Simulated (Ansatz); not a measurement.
in.yaml

```yaml
crystal:
  periodic: [false, false, false]
  atoms:
    - {symbol: S, position_ang: [0.000000, 0.000000, 0.000000]}
    - {symbol: Mg, position_ang: [0.000000, 0.000000, 2.340400]}
basis:
  gaussian: {orbitals: 6-31G}
correlation: {active_space: {window: {electrons: 6, orbitals: 3}, fixed_orbitals: true}}
output: {forces: true}
```

```sh
$ ansatz run in.yaml --threads 1 --pin off --events-out ev --progress --plain --max-ram 2393MiB
```

Output:

```
273 factors; integrals over basis functions are off by at most 1.0e-4 eV
mean field evaluation 1: about -16244.0389 eV, gradient 2.2e1 eV
mean field evaluation 2: about -16244.0512 eV, gradient 2.2e1 eV
mean field evaluation 4: about -16246.7198 eV, gradient 1.1e0 eV
mean field evaluation 8: about -16246.7367 eV, gradient 4.4e-3 eV
mean field evaluation 16: about -16243.1274 eV, gradient 8.3e-2 eV
mean field evaluation 32: about -16246.3904 eV, gradient 3.8e0 eV
mean field -16246.73667768 eV, -597.0565604712 hartree, gradient 2.9e-6 eV, S^2 0.000000; 3 other end points of the search recorded, 0 dependent functions left out
reference -16246.73667768 eV, -597.0565604712 hartree; 14, 14 occupied and 12, 12 virtual orbitals, 273 factors
state -16246.73667768 eV, -597.0565604712 hartree
the calculation of the forces begins
Total energy: -16246.73667768 eV, -597.0565604712 hartree
Atom 0 at     0.000000     0.000000     0.000000 Å, force     0.000000     0.000000     1.000372 eV/Å
Atom 1 at     0.000000     0.000000     2.340400 Å, force     0.000000     0.000000    -1.000372 eV/Å
Dipole moment:     0.000000     0.000000     1.908694 e Å
```

Natural occupations: 2.0000 2.0000 2.0000.

Forces (eV/Å):
```
S    0.000  0.000  1.000
Mg   0.000  0.000 -1.000
```

Ran on 1 thread of Arm Neoverse V2, shared host: 0.27 s wall, 0.06 GiB peak host memory.
